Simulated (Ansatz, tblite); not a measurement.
# The cluster Sr₂Se: one state, many levels

One table from this session's results is given with a row withheld; the runs are named, their logs left out.

Program: Ansatz 0.2.0, Gaussian basis. Level of theory: as each input shows. These are calculated values, not measurements.

The runs, in order: GFN1-xTB, GFN2-xTB, PBE-D4/def2-TZVP, r2SCAN-D4/def2-TZVP, r2SCAN0-D4/def2-TZVP, r2SCANh-D4/def2-TZVP, B2PLYP/def2-TZVP, BLYP-D4/def2-TZVP, LC-ωPBE/def2-TZVP, PBE-D4/def2-SVP, PBE0-D4/def2-SVP, PBE0-D4/def2-TZVPD, PBE-D4/def2-TZVPD, r2SCAN-D4/def2-TZVPD, CCSD(T)/def2-TZVPP, MP2/def2-TZVP, RPA/def2-TZVP, CCSD(T)/def2-TZVPD.

4 further runs of the same task are left out: 4 set aside as unsound or not needed. Runs told in other sessions of the task aren't counted.

**The geometry**

The singlet was relaxed beforehand with r2SCAN-D4/def2-TZVP. At that level it is the lowest of the isomers that a small search found.

3 atoms, charge 0, spin multiplicity 1.

Bond lengths: Sr1–Se3 2.776 Å, Sr2–Se3 2.776 Å. Angles: Sr1–Se3–Sr2 83.0°.

Sr takes a core potential in the def2 sets. No spin-orbit coupling is included.

PBE0-D4/def2-TZVP was run before; its log isn't repeated, and its numbers join the tables.

The first run:

Tight binding, by tblite at 300 K electronic temperature and without a spin-polarisation term:

```python
tblite.interface.Calculator('GFN1-xTB', numbers, positions, charge=0, uhf=0).singlepoint()
```

Tight binding, by tblite at 300 K electronic temperature and without a spin-polarisation term:

```python
tblite.interface.Calculator('GFN2-xTB', numbers, positions, charge=0, uhf=0).singlepoint()
```

start.molden holds the orbitals of an earlier run on this state, given as this run's starting guess.

in.yaml reads:

```yaml
crystal:
  periodic: [false, false, false]
  atoms:
    - {symbol: Sr, position_ang: [-1.473190, -1.059598, -0.755557]}
    - {symbol: Sr, position_ang: [1.238531, -0.068780, 1.524844]}
    - {symbol: Se, position_ang: [0.234658, 1.128377, -0.769286]}
basis:
  gaussian: {orbitals: def2-TZVP, initial_orbitals: start.molden}
hamiltonian: {xc: pbe, dispersion: d4}
scf: {omitted_lower_state_checks: [starts]}
output: {forces: true, orbitals: {seedname: orbitals}}
```

Run with:

```
> ansatz run in.yaml --threads 4 --pin off --events-out ev --progress --plain --max-ram 3916MiB
```

Steps of the session up to this table: PBE-D4/def2-TZVP; r2SCAN-D4/def2-TZVP; r2SCAN0-D4/def2-TZVP; r2SCANh-D4/def2-TZVP; B2PLYP/def2-TZVP; BLYP-D4/def2-TZVP; LC-ωPBE/def2-TZVP; PBE-D4/def2-SVP; PBE0-D4/def2-SVP; PBE0-D4/def2-TZVPD; PBE-D4/def2-TZVPD; r2SCAN-D4/def2-TZVPD; CCSD(T)/def2-TZVPP; MP2/def2-TZVP; RPA/def2-TZVP; CCSD(T)/def2-TZVPD.

One of the session's tables, all rows but one given; the rest of the session is left out.

| level | HOMO (eV) | LUMO (eV) | gap (eV) |
| --- | --- | --- | --- |
| PBE-D4/def2-SVP | -3.19 | -2.34 | 0.85 |
| PBE-D4/def2-TZVP | -3.20 | -2.34 | 0.85 |
| PBE-D4/def2-TZVPD | -3.20 | -2.35 | 0.85 |
| BLYP-D4/def2-TZVP | -3.10 | -2.30 | 0.80 |
| r2SCAN-D4/def2-TZVP | -3.20 | -2.26 | 0.94 |
| r2SCAN-D4/def2-TZVPD | -3.20 | -2.26 | 0.94 |
| r2SCANh-D4/def2-TZVP | ? | ? | ? |
| PBE0-D4/def2-SVP | -3.63 | -1.96 | 1.68 |
| PBE0-D4/def2-TZVP | -3.63 | -1.95 | 1.68 |
| PBE0-D4/def2-TZVPD | -3.63 | -1.96 | 1.68 |
| r2SCAN0-D4/def2-TZVP | -3.65 | -1.94 | 1.71 |
| LC-ωPBE/def2-TZVP | -4.90 | -0.74 | 4.16 |

**Question.** Estimate the row for r2SCANh-D4/def2-TZVP.

Worked estimate for «HOMO (eV)». Against the share of exact exchange, r2SCAN-D4/def2-TZVP (0, -3.20), r2SCAN0-D4/def2-TZVP (0.25, -3.65) give a slope of -1.80 per unit share; at 0.1 the line stands at -3.38.

The run gave: HOMO (eV): -3.38; LUMO (eV): -2.13; gap (eV): 1.25. In «HOMO (eV)» the line misses by 0.00.
